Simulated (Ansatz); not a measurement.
A nudged elastic band was laid between two geometries of CH6OSi (9 atoms, charge 0, multiplicity 1).

Method: Ansatz, RKS PBE-D4/def2-SVP.

```yaml
movable_images: 7
climbing_image: yes
spring: 5.0 eV/Å²
optimiser: quadratic models (default)
start_path: straight line
force_threshold: 0.05 eV/Å
iteration_limit: 60
end_points: relaxed
```

Initial state:

```xyz
9
Properties=species:S:1:pos:R:3
Si 0.382 0.023 -0.039
O 0.744 -0.270 1.575
C -0.259 -0.402 2.562
H -0.960 -1.244 2.346
H 0.230 -0.608 3.537
H -0.868 0.527 2.675
H 1.697 0.094 -0.753
H -0.370 1.322 -0.204
H -0.465 -1.085 -0.618
```

Final state:

```xyz
9
Properties=species:S:1:pos:R:3
Si -0.074 0.501 -0.616
O 0.852 -0.005 1.129
C 0.099 -0.507 2.252
H -0.405 -1.463 2.001
H 0.769 -0.629 3.129
H -0.667 0.259 2.467
H 1.589 -0.609 0.911
H -0.953 1.477 0.204
H -1.080 -0.667 -0.399
```

(1) What changes between the two ends?

(2) What energy profile does the band end with?

(3) What is the geometry of the highest image?

## Answers

(1) Bonds broken: Si1–H7. Bonds formed: O2–H7.

(2) The forces met the threshold. The highest image is number 5 of 0 to 8, 2.80 eV above the first end and 0.71 eV above the last; the last end lies 2.09 eV above the first. The profile has 3 maxima (images 1, 3, 5) with wells between them (images 2, 4): this band takes more than one step, which may be the mechanism or a detour left from its start path. Neighbouring images differ by up to 2.8 eV, so the band resolves the path poorly. Another band between the same ends (7 images) ends at a top of the same energy, where a vibrational analysis finds 1 clearly imaginary mode. The orbitals stay closed-shell, which can raise the energy where a bond breaks towards radicals; this wasn't checked here.

| image | path coordinate (Å) | energy (eV) | Si1–H7 (Å) | O2–H7 (Å) |
| --- | --- | --- | --- | --- |
| 0 | 0.00 | 0.00 | 1.50 | 2.54 |
| 1 | 1.39 | 0.06 | 1.51 | 2.61 |
| 2 | 2.78 | 0.04 | 1.51 | 2.63 |
| 3 | 4.18 | 0.05 | 1.51 | 2.59 |
| 4 | 5.57 | 0.04 | 1.51 | 2.60 |
| 5 | 6.96 | 2.80 | 1.65 | 1.29 |
| 6 | 7.66 | 2.18 | 2.32 | 0.98 |
| 7 | 8.36 | 2.11 | 2.50 | 0.98 |
| 8 | 9.05 | 2.09 | 2.52 | 0.98 |

(3) 
```xyz
9
Properties=species:S:1:pos:R:3:forces:R:3
Si -0.014 0.136 -0.393 0.00 0.00 0.00
O 0.678 0.295 1.411 0.00 0.00 0.00
C 0.094 -0.543 2.410 0.00 0.00 0.00
H 0.013 -1.602 2.073 0.00 0.00 0.00
H 0.722 -0.506 3.323 0.00 0.00 0.00
H -0.928 -0.177 2.649 0.00 0.00 0.00
H 1.298 -0.343 0.482 0.00 0.00 0.00
H -0.351 1.575 -0.745 0.00 0.00 0.00
H -1.381 -0.480 -0.133 0.00 0.00 0.00
```

Time of the run: 4.3 min on 1 thread of Arm Neoverse V1, on a shared host, peak memory 0.13 GiB.
